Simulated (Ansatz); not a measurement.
# Worked example: correlation energy of BCl₃, singlet

Geometry: MP2(full)/6-31G*, from the G2/97 set.

```xyz
4

B     0.0000    0.0000    0.0000
Cl    0.0000    1.7354    0.0000
Cl    1.5029   -0.8677    0.0000
Cl   -1.5029   -0.8677    0.0000
```

Basis 6-31G; Ansatz 0.2.0. Correlated methods freeze the noble-gas cores, which leaves 24 electrons in 32 orbitals. Prefix R: restricted or restricted open-shell reference.

Full CI isn't at hand for all of this; RCCSDT(Q) serves as the reference, and is uncertain by about the last step of the cluster series.

Runs differ by some tens of microhartree through their thresholds, so steps under 0.03 kcal/mol mean nothing.

```json
{"level": "RHF", "total energy (hartree)": "-1403.161774"}
{"level": "RMP2", "total energy (hartree)": "-1403.342427"}
{"level": "RCCSD", "total energy (hartree)": "-1403.361663"}
{"level": "RCCSD(T)", "total energy (hartree)": "-1403.367966"}
{"level": "RCCSDT", "total energy (hartree)": "-1403.368717"}
{"level": "RCCSDT(Q)", "total energy (hartree)": "-1403.368641"}
```

Problem. What is the correlation energy at RCCSDT(Q), and what share of it do RMP2 and RCCSD(T) recover?

Solution. E(corr) = -1403.368641 − (-1403.161774) = -0.206867 hartree = -5.629 eV. RMP2: -0.180653 / -0.206867 = 87.33 %. RCCSD(T): -0.206192 / -0.206867 = 99.67 %.

Problem. By how many kcal/mol does RCCSD(T) miss RCCSDT(Q) (1 hartree = 627.509 kcal/mol), and which steps make up the rest?

Solution. -1403.367966 − (-1403.368641) = 0.000675 hartree = 0.42 kcal/mol. Steps: RCCSDT − RCCSD(T) = -0.47, RCCSDT(Q) − RCCSDT = 0.05 kcal/mol. That is within 1 kcal/mol of the reference in this basis, which itself misses far more of the correlation at the basis-set limit.
